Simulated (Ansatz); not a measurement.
This Ansatz (a first-principles code) input (CCSD(T)/cc-pVQZ) gives -151.40811 Eh with 170 basis functions.

Ansatz 0.2 input:
```yaml
crystal:
  periodic: [false, false, false]
  atoms:
    - {symbol: O, position_ang: [0.01545466, 0.72381182, -0.07020381]}
    - {symbol: O, position_ang: [-0.01124373, -0.72607760, -0.04190313]}
    - {symbol: H, position_ang: [0.80569804, 0.89668240, 0.46138431]}
    - {symbol: H, position_ang: [-0.83938551, -0.87855617, 0.43547118]}
basis:
  gaussian:
    orbitals: cc-pVQZ
magnetization: {spin_polarized: false}
correlation: {method: ccsd_t, electrons: outside_noble_gas}
```

Change:
```diff
- correlation: {method: ccsd_t, electrons: outside_noble_gas}
+ correlation: {method: ccsd_t, frozen_orbitals: {H: 0, O: 0}}
```

Task: What does the run give now?

Result: -151.46965 Eh (CCSD(T)/cc-pVQZ, 170 functions), a change of -61.54 mEh.
